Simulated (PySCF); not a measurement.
Simulated Cl 2p region for `[H][Al]([H])[Cl]` (AlH2Cl), binding energy against the vacuum level.

Every computed line was given a Gaussian of 1.0 eV full width at half maximum and an area set by the number of equivalent atoms (split 2:1 within a doublet); the highest printed point is 100. Method used: delta-SCF UKS SCAN, pcX-2 on the ionised atom, pcseg-1 elsewhere, spin-free X2C (PySCF).

| binding energy (eV) | intensity |
| --- | --- |
| 204.4 | 0 |
| 204.5 | 0 |
| 204.6 | 1 |
| 204.7 | 2 |
| 204.8 | 4 |
| 204.9 | 7 |
| 205.0 | 11 |
| 205.1 | 18 |
| 205.2 | 27 |
| 205.3 | 38 |
| 205.4 | 51 |
| 205.5 | 66 |
| 205.6 | 79 |
| 205.7 | 90 |
| 205.8 | 98 |
| 205.9 | 100 |
| 206.0 | 97 |
| 206.1 | 89 |
| 206.2 | 77 |
| 206.3 | 63 |
| 206.4 | 50 |
| 206.5 | 38 |
| 206.6 | 29 |
| 206.7 | 23 |
| 206.8 | 21 |
| 206.9 | 22 |
| 207.0 | 25 |
| 207.1 | 31 |
| 207.2 | 37 |
| 207.3 | 43 |
| 207.4 | 47 |
| 207.5 | 50 |
| 207.6 | 50 |
| 207.7 | 47 |
| 207.8 | 42 |
| 207.9 | 35 |
| 208.0 | 28 |
| 208.1 | 21 |
| 208.2 | 15 |
| 208.3 | 10 |
| 208.4 | 7 |
| 208.5 | 4 |
| 208.6 | 2 |
| 208.7 | 1 |
| 208.8 | 1 |
| 208.9 | 0 |
| 209.0 | 0 |

Task: How many maxima does the curve show, and how many computed lines lie under it?

Result: The curve has 2 maxima (at 205.9 and 207.5 eV). Under it lie 2 lines from 1 inequivalent chlorine site, drawn as a 2p3/2, 2p1/2 pair.

Task: Decompose the envelope and assign each component. Bonds: Al1–Cl4. Hydrogens: H2, H3 on Al1.

Result: 
```
position (eV)  relative area      line  atoms            environment
       205.89           0.67  Cl 2p3/2    Cl4  chlorine bonded to Al
       207.54           0.33  Cl 2p1/2    Cl4  chlorine bonded to Al
```

The curve has no shake-up lines and no vibrational structure. 2p3/2 and 2p1/2 are the ΔSCF energy of one spin-free 2p hole plus the eigenvalues of a spin–orbit and ligand-field matrix of the shell. 2p1/2 minus 2p3/2 (ligand field included): Cl 1.65 eV. Isolated species at its PBE0-D3(BJ)/def2-SVP geometry, gas phase.
